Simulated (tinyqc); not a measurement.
Inside a calculation. Method: RHF in the sto-6g basis, for H2F+, spin multiplicity 1. One step of it, computed by the program tinyqc.

Task: Iteration 2: DIIS coefficients. Solve [B -1; -1 0][c; lambda] = [0; -1] for the coefficients, which sum to one.

B (overlaps of the stored error matrices):
```
[[1.6277021e+00, 8.7068509e-02],
 [8.7068509e-02, 6.6598654e-02]]
```

Give: DIIS coefficients.

Result:

DIIS coefficients: [-0.013, 1.013]
